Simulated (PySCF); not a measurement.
**Telling isomers of C$_{12}$H$_{8}$N$_{2}$ apart by NMR**

- geometry: PBE0-D3(BJ)/def2-SVP
- J couplings at B3LYP/pcJ-1 (spin–dipole term left out of most H,H and C,H couplings)
- σ from GIAO-PBE0/pcSseg-1
- code: PySCF
- relativity neglected, rapidly exchanging positions averaged, a single conformation, isolated molecule

Referencing at the same level of theory: ¹H and ¹³C vs TMS. Multiplet labels drop J under 1 Hz and among equivalent protons, and merge close values. Unscaled 3J(H,H) run several per cent high. Shifts are as computed. Against solution values, carbons near 30 ppm lie about +2 ppm off and those near 130 ppm about +5 ppm (rms about the fit 1.9 ppm; single classes can miss by 10 ppm). Of 1328 compounds with measured shifts, 309 miss one by over three times the rms of a fit or turn the order of signals round; such compounds aren't used in these exercises. Signals without a measured value on file couldn't be tested in this way; 1H shifts scatter by 0.2 ppm about their fit, and single ones miss by 0.5 ppm.

(1) Tabulate the signals of `c1cnc2c(c1)ccc1cccnc12`, `c1ccc2nc3ccccc3nc2c1` and their relative energies.

(2) What is the quickest way to tell c1cnc2c(c1)ccc1cccnc12 from c1ccc2nc3ccccc3nc2c1?

Results:

(1) 
```tsv
SMILES	carbon types	δC	δH	E rel. (kcal/mol)
c1cnc2c(c1)ccc1cccnc12	4×C 8×CH	155.1, 151.1, 140.5, 132.4, 131.6, 127.4	9.43 (dd, 2H), 8.23 (dd, 2H), 7.90 (s, 2H), 7.62 (dd, 2H)	0.0
c1ccc2nc3ccccc3nc2c1	4×C 8×CH	146.2, 137.9, 135.7	8.59 (m, 4H), 8.06 (m, 4H)	2.6
```

Energies are electronic energies at PBE0/pcSseg-1 on these geometries, without zero-point or thermal terms, each for the one conformer computed, which needn't be the lowest.

(2) Count the carbon signals: 6 against 3. The first has an aromatic CH next to a ring nitrogen at 155.1 ppm, the second a ring-fusion aromatic carbon (C) at 146.2 ppm. In the proton spectra the most deshielded non-exchanging signals are 9.43 (dd, J = 4.8, 1.6 Hz, 2H) and 8.59 (m, 4H).
